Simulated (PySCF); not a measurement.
Task: What does the GFN2-xTB structure of `C=CC(=C)C` (isoprene) look like in three dimensions?

Result: 
Z-matrix in Å and degrees, rows numbered from 1:
```
C 
C   1  1.3279
C   2  1.4571  1  125.96
C   3  1.3325  2  120.03  1  -179.99
C   3  1.4994  2  118.32  1     0.06
H   1  1.0765  2  122.72  3     0.03
H   1  1.0770  2  121.33  3   179.98
H   2  1.0830  1  119.22  3  -179.96
H   4  1.0774  3  121.77  2     0.06
H   4  1.0769  3  122.07  2   179.97
H   5  1.0866  3  110.64  2  -179.94
H   5  1.0890  3  110.34  2    59.70
H   5  1.0889  3  110.34  2   -59.67
```

The 5 heavy atoms lie in one plane (0.000 Å rms). The 4 C–C bonds span 1.328 Å (C1=C2, drawn double) to 1.499 Å (C3–C5, drawn single), a spread of 0.171 Å. Of the pairs four or more bonds apart, C5···H6 is among the closest relative to their van der Waals radii: 2.67 Å, 92 % of the sum of Bondi's values.

Structure optimised with GFN2-xTB, isolated species.

Point group: Cs (tolerance 0.08 Å). Not checked by GFN2-xTB frequencies. One conformer, not necessarily the lowest (C1–C2–C3–C4 180°).

All values are computed, not measured.
